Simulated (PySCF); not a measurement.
**CH₃ClN₂, a complex of two parts: interaction energy**

An exercise on one series of results from a longer session: the logs are not shown, and one member is left open.

Computed with PySCF 2.14.0; each step states its level. No surroundings beyond the atoms listed, unless a continuum is named. Atoms count from 0, parts from 1.

## The system as given

7 atoms, charge 0, multiplicity 1; geometry: GFN2-xTB. Parts: 1 = atoms 0–4, `N#CN`, charge 0; 2 = atoms 5–6, `Cl`, charge 0.

The first run:

What the job is given:

```
{"job": {"xc": "PBE0", "basis": "def2-SVPD", "d3": "d3bj", "grid": 2, "kind": "geom", "shake": 0.01}, "charge": 0, "multiplicity": 1, "parts": [{"atoms": "0-4", "charge": 0, "multiplicity": 1}, {"atoms": "5-6", "charge": 0, "multiplicity": 1}]}
N     -0.624599    -0.003091    -0.206839
C      0.455256    -0.041015     0.484126
N      1.378536    -0.097009     1.136165
H     -0.895690     0.923706    -0.571074
H     -0.900953    -0.791017    -0.770113
Cl     3.876031    -0.234236     2.830659
H      2.812701    -0.181529     2.110877
```

On the command line:

```bash
$ OMP_NUM_THREADS=1 python cluster_run.py task.json out
```

The driver reads the jobs from task.json and runs them one after another.

Steps of the session up to this table: Geometry optimisation at PBE0-D3(BJ)/def2-SVPD; Coupled-cluster interaction energy: CCSD(T) and MP2.

One of the session's tables, all rows but one given; the rest of the session is left out.

It belongs to the step «Coupled-cluster interaction energy: CCSD(T) and MP2». 

| method | interaction energy (kcal/mol) |
| --- | --- |
| HF/aug-cc-pVDZ | -3.62 |
| MP2/aug-cc-pVDZ | -6.51 |
| CCSD/aug-cc-pVDZ | ? |
| CCSD(T)/aug-cc-pVDZ | -5.43 |
| HF/aug-cc-pVTZ | -3.62 |
| MP2/aug-cc-pVTZ | -7.03 |
| SCS-MP2/aug-cc-pVTZ | -5.88 |
| MP2, extrapolated | -7.24 |
| CCSD(T), limit estimate | -6.17 |

Q: Estimate the row for CCSD/aug-cc-pVDZ from the others.

As computed: interaction energy (kcal/mol): -5.02. In the column «interaction energy (kcal/mol)» it lies between CCSD(T)/aug-cc-pVDZ (-5.43) and HF/aug-cc-pVDZ (-3.62).

Caveats from the session: The interaction energy leaves out the deformation of the parts, 1.02 kcal/mol (MP2); added to the CCSD(T) estimate it gives a binding of about -5.14 kcal/mol.
